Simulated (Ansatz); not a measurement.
The calculation used DFT, PBEsol, plane waves (420 eV) with PAW, scalar-relativistic (Ansatz 0.2.0). (PAW data from PBE, frozen cores regenerated.)

An element in the fcc structure gives this curve. The cell is scaled uniformly from the relaxed one, with fractional coordinates and shape fixed. Energies are extrapolated to zero smearing, pressures are those at the given smearing. Magnetic state: spin not included.

| V (Å³/atom) | E − E₀ (meV/atom) | P (GPa) |
| --- | --- | --- |
| 12.838 | 167.3 | 36.19 |
| 13.421 | 66.1 | 20.88 |
| 14.005 | 14.0 | 9.01 |
| 14.589 | 0.0 | -0.18 |
| 15.172 | 15.5 | -7.28 |
| 15.756 | 53.7 | -12.73 |
| 16.339 | 109.2 | -16.89 |

(1) Which element is it?
A. vanadium
B. tungsten
C. palladium
D. molybdenum

Answers

(1) C. Its fit is V₀ = 14.55 Å³/atom, B₀ = 204 GPa, B₀′ = 5.4.
